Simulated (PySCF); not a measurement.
This PySCF input asks for the NMR shieldings of `O=S(=O)(Cl)Cl`, Cl2O2S; the geometry comes from GFN2-xTB.

```python
import basis_set_exchange as bse
import numpy as np
from pyscf import gto, dft
from pyscf.prop import nmr

atoms = """
O     0.002887   -0.971197   -1.209720
S    -0.003600   -0.236804    0.003130
O    -0.039855   -0.903637    1.253932
Cl    1.598890    1.024471   -0.003090
Cl   -1.549700    1.090019   -0.061438
"""
names = dict.fromkeys(["O", "S", "Cl"], "pcSseg-1")
basis = {el: gto.basis.parse(bse.get_basis(n, elements=[el], fmt="nwchem")) for el, n in names.items()}
mol = gto.M(atom=atoms, basis=basis, charge=0, verbose=0)
mf = dft.RKS(mol, xc="PBE0")
mf.grids.level = 2
mf.grids.alignment = dft.numint.BLKSIZE   # the property module wants whole blocks of grid points
mf.conv_tol = 1e-9
mf.kernel()

calc = nmr.RKS(mf)   # GIAO
C = mf.mo_coeff
Co = C[:, mf.mo_occ > 0]
resp = mf.gen_response(singlet=True, hermi=2)
def vind(x):   # induced exchange potential for any number of trial vectors
    d = np.einsum("pi,xij,qj->xpq", C, 2 * x.reshape(-1, C.shape[1], Co.shape[1]), Co, optimize=True)
    return np.einsum("xpq,pi,qj->xij", resp(d - d.transpose(0, 2, 1)), C, Co, optimize=True).ravel()
mo1, _ = nmr.rhf.solve_mo1(calc, with_cphf=vind)
sigma = calc.kernel(mo1)
for i, s in enumerate(sigma):   # ppm
    print("%2d %-2s %9.2f" % (i, mol.atom_pure_symbol(i), np.trace(s) / 3))
```

Problem. Give the expected output.

Solution. 
```
 0 O     -71.59
 1 S     176.64
 2 O     -71.59
 3 Cl     86.84
 4 Cl     88.06
```

These numbers come from an equivalent density-fitted implementation of the same equations, which agrees with the script to about 0.01 ppm for H and up to a few tenths of a ppm for heavy atoms, so last digits may differ.

Problem. Turn these shieldings into chemical shifts. References, each an isolated molecule treated in the same way: 17O (σref 336.08) against H2O; 33S (σref 503.73) against CS2; 35Cl (σref 949.78) against HCl.

Solution. Averaging equivalent atoms: O 0/2: 407.7; S 1: 327; Cl 3/4: 862 ppm. Unscaled 17O shifts of doubly bonded oxygen tend to come out too high, by tens of ppm or more. Experimental scales use liquid or dissolved standards, which lie at an offset from isolated H2O (liquid H2O: subtract about 36 ppm).

Size and cost of the density-fitted run: 106 basis functions, 9 s wall time on 1 thread of an Arm Neoverse V1, shared host.
